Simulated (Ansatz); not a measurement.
# Si₂NH₆+ (SMILES N[SiH2][SiH2+]): one structure at several levels

How do the functionals fare away from a minimum? The structure is a structure displaced at random from a GFN2-xTB minimum.

The runs use Ansatz 0.2.0, Gaussian basis; single points in def2-TZVPP.

Cores are frozen in the correlated methods. B3LYP uses VWN-RPA correlation.

### Step 1. Where the work starts

SMILES `N[SiH2][SiH2+]`, 9 atoms, charge 1, spin multiplicity 1.

Atoms are counted from 1 here; the program's logs count them from 0.

Bond lengths: N1–Si2 1.698 Å, N1–H4 1.010 Å, N1–H5 1.009 Å, Si2–Si3 2.395 Å, Si2–H6 1.439 Å, Si2–H7 1.472 Å, Si3–H8 1.470 Å, Si3–H9 1.447 Å. Angles: Si2–N1–H4 122.7°, Si2–N1–H5 122.3°, H4–N1–H5 108.5°, N1–Si2–Si3 103.2°, N1–Si2–H6 108.3°, N1–Si2–H7 118.0°, Si3–Si2–H6 107.2°, Si3–Si2–H7 104.3°, H6–Si2–H7 114.4°, Si2–Si3–H8 130.8°, Si2–Si3–H9 127.8°, H8–Si3–H9 101.1°.

As a file:

| atom | x (Å) | y (Å) | z (Å) |
| --- | --- | --- | --- |
| N1 | -1.0378 | 0.6761 | -0.9813 |
| Si2 | 0.5309 | 0.6213 | -0.3331 |
| Si3 | 0.4121 | -1.1812 | 1.2398 |
| H4 | -1.3958 | -0.0326 | -1.6063 |
| H5 | -1.5095 | 1.5454 | -1.1795 |
| H6 | 0.7531 | 1.8282 | 0.4178 |
| H7 | 1.6375 | 0.2500 | -1.2303 |
| H8 | 0.2550 | -2.6285 | 1.0326 |
| H9 | 0.3397 | -1.0967 | 2.6821 |

### Step 2. CCSD(T)/def2-TZVPP

The input, run/in.yaml:

```yaml
crystal:
  periodic: [false, false, false]
  atoms:
    - {symbol: N, position_ang: [-1.037800, 0.676100, -0.981300]}
    - {symbol: Si, position_ang: [0.530900, 0.621300, -0.333100]}
    - {symbol: Si, position_ang: [0.412100, -1.181200, 1.239800]}
    - {symbol: H, position_ang: [-1.395800, -0.032600, -1.606300]}
    - {symbol: H, position_ang: [-1.509500, 1.545400, -1.179500]}
    - {symbol: H, position_ang: [0.753100, 1.828200, 0.417800]}
    - {symbol: H, position_ang: [1.637500, 0.250000, -1.230300]}
    - {symbol: H, position_ang: [0.255000, -2.628500, 1.032600]}
    - {symbol: H, position_ang: [0.339700, -1.096700, 2.682100]}
basis:
  gaussian: {orbitals: def2-TZVPP}
total_charge: 1
correlation: {method: ccsd_t}
output: {forces: true}
```

No record of the launch command was kept for these runs.

### Step 3. PBE0-D4/def2-TZVPP

Edit run/in.yaml of step 2 so:

```diff
@@ -15,3 +15,3 @@
 total_charge: 1
-correlation: {method: ccsd_t}
-output: {forces: true}
+hamiltonian: {xc: pbe0, dispersion: d4}
+output: {forces: true, orbitals: {seedname: orbitals}}
```

### Step 4. wB97M-V/def2-TZVPP

Edit run/in.yaml of step 3 so:

```diff
@@ -15,3 +15,3 @@
 total_charge: 1
-hamiltonian: {xc: pbe0, dispersion: d4}
-output: {forces: true, orbitals: {seedname: orbitals}}
+hamiltonian: {xc: {name: wB97M-V}}
+output: {forces: true}
```

### Step 5. r2SCAN-D4/def2-TZVPP

Edit run/in.yaml of step 4 so:

```diff
@@ -15,3 +15,3 @@
 total_charge: 1
-hamiltonian: {xc: {name: wB97M-V}}
+hamiltonian: {xc: r2scan, dispersion: d4}
 output: {forces: true}
```

### Step 6. PBE-D4/def2-TZVPP

Edit run/in.yaml of step 5 so:

```diff
@@ -15,3 +15,3 @@
 total_charge: 1
-hamiltonian: {xc: r2scan, dispersion: d4}
+hamiltonian: {xc: pbe, dispersion: d4}
 output: {forces: true}
```

### Step 7. BHLYP-D4/def2-TZVPP

Edit run/in.yaml of step 6 so:

```diff
@@ -15,3 +15,3 @@
 total_charge: 1
-hamiltonian: {xc: pbe, dispersion: d4}
+hamiltonian: {xc: {name: BHLYP}, dispersion: d4}
 output: {forces: true}
```

### Step 8. B3LYP-D4/def2-TZVPP

Edit run/in.yaml of step 7 so:

```diff
@@ -15,3 +15,3 @@
 total_charge: 1
-hamiltonian: {xc: {name: BHLYP}, dispersion: d4}
+hamiltonian: {xc: {name: B3LYP}, dispersion: d4}
 output: {forces: true}
```

(Steps that only read results are left out.)

Q: Predict the outcome of this session. Wanted: energy less free atoms, CCSD(T)/def2-TZVPP; RMS force component; RMS force error; HOMO and LUMO, PBE0-D4; T1 diagnostic.

The runs gave:

| quantity | value |
| --- | --- |
| energy less free atoms, CCSD(T)/def2-TZVPP | -1863.0 kJ/mol |
| RMS force component | 0.301 to 0.366 eV/Å over the methods |
| RMS force error | PBE0-D4 0.096, wB97M-V 0.051, r2SCAN-D4 0.095, PBE-D4 0.208, BHLYP-D4 0.152, B3LYP-D4 0.039 eV/Å |
| HOMO and LUMO, PBE0-D4 | -12.49 and -9.05 eV |
| T1 diagnostic | 0.013 |

Against CCSD(T) the functionals' energies less atoms differ by -92.4 to -43.5 kJ/mol, PBE-D4 by -72.6 kJ/mol. CCSD(T) in triple zeta still lacks some correlation energy of the bonds, so part of these gaps is its own basis error and they don't rank the functionals. On forces the order runs from B3LYP-D4 to PBE-D4. Frozen-core CCSD(T) forces in triple zeta carry basis errors of their own, and this is one geometry, so small gaps rank nothing.
